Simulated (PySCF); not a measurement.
C3H3S (charge -1).
SMILES: `[S-]CC#C`

Computed geometry: GFN2-xTB, gas phase.

Take the most abundant isotopes and a rigid rotor. 

Problem. Give the principal moments of inertia and the rotational constants in cm⁻¹.

Solution. Ia = 22.57, Ib = 154.86, Ic = 174.20 u·Å²; 505379 MHz·u·Å²/I gives 22392, 3264 and 2901 MHz, that is A = 0.74692, B = 0.10886, C = 0.09677 cm⁻¹.

Problem. Classify the top.

Solution. A near-prolate asymmetric top: κ = (2 × 3264 − 22392 − 2901)/(22392 − 2901) = -0.96.

Problem. Is it planar, by Δ = Ic − Ia − Ib?

Solution. Not planar: Δ = Ic − Ia − Ib = -3.22 u·Å². For a rigid frame Δ = −2 Σ m c², so Σ m c² = 1.61 u·Å² lies off the ab plane, practically all of it from hydrogen. The atom farthest from that plane is 0.89 Å away.

Problem. Give the other two planar moments, Paa and Pbb, and the rms extents of the mass along the axes.

Solution. Paa = Σ m a² = (Ib + Ic − Ia)/2 = 153.25 and Pbb = Σ m b² = (Ia + Ic − Ib)/2 = 20.96 u·Å². With the mass M = 71.00 u, the rms extents √(P/M) along a, b and c are 1.47, 0.54, 0.15 Å.

Problem. Give the coordinates in the principal-axis frame, origin at the centre of mass.

Solution. The sense of each axis is arbitrary; atoms in the order of the calculation.
```csv
atom,mass (u),a (Å),b (Å),c (Å)
C1,12.000,2.258,0.462,0.000
C2,12.000,1.253,-0.194,0.000
C3,12.000,-0.010,-0.885,0.000
S4,31.972,-1.407,0.295,0.000
H5,1.008,3.133,1.043,0.001
H6,1.008,-0.086,-1.522,0.894
H7,1.008,-0.087,-1.522,-0.893
```

Problem. Estimate the classical rotational partition function at 10 K, 25 K and 500 K.

Solution. Point group Cs, symmetry number σ = 1; q = (√π/σ)·√((kT/h)³/(ABC)), k/h = 20836.6 MHz/K: 366 at 10 K, 1450 at 25 K, 129000 at 500 K.

Stationary, but not proved a minimum. These are rigid-rotor constants of the computed structure; measured ground-state constants (B0) also hold zero-point vibration.
